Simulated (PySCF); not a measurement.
Compound: NH₃.
InChI=1S/H3N/h1H3

Method used: PBE0-D3(BJ)/def2-SVP geometry optimisation, gas phase in PySCF.

Take the most abundant isotopes and a rigid rotor. 

Give the principal moments of inertia and the rotational constants in MHz.

Ia = 1.73, Ib = 1.73, Ic = 2.65 u·Å²; 505379 MHz·u·Å²/I gives A = 291800, B = 291761, C = 190805 MHz.

Classify the top.

An oblate symmetric top, as the point group C3v requires two equal moments; the computed ones differ by 0.01 % because the geometry is symmetric only within the optimiser's tolerance: κ = (2 × 291761 − 291800 − 190805)/(291800 − 190805) = 1.00.

Is it planar, by Δ = Ic − Ia − Ib?

Not planar: Δ = Ic − Ia − Ib = -0.82 u·Å². For a rigid frame Δ = −2 Σ m c², so Σ m c² = 0.41 u·Å² lies off the ab plane: 0.34 from hydrogen and 0.07 from heavier atoms. The atom farthest from that plane is 0.33 Å away.

Give the other two planar moments, Paa and Pbb, and the rms extents of the mass along the axes.

Paa = Σ m a² = (Ib + Ic − Ia)/2 = 1.32 and Pbb = Σ m b² = (Ia + Ic − Ib)/2 = 1.32 u·Å². With the mass M = 17.03 u, the rms extents √(P/M) along a, b and c are 0.28, 0.28, 0.15 Å.

Where do the R-branch lines fall?

The dipole of 1.79 D lies along the symmetry axis, so ΔK = 0 and J+1 ← J falls at 2B(J+1) for every K: 583.56 GHz, 1167.12 GHz, 1750.68 GHz, 2334.24 GHz, 2917.80 GHz for J = 0 to 4. Inversion tunnelling, which a rigid rotor lacks, splits the real lines of ammonia.

Estimate the classical rotational partition function at 100 K and 500 K.

Point group C3v, symmetry number σ = 3; q = (√π/σ)·√((kT/h)³/(ABC)), k/h = 20836.6 MHz/K: 13.9 at 100 K, 156 at 500 K.

No frequency check. Zero-point vibration and centrifugal distortion are left out.

Hardware: an Arm Neoverse V2 with one thread, on a shared host. Cost: 1.1 s of wall time, 0.25 GiB resident at most. That covers the optimisation of the geometry.
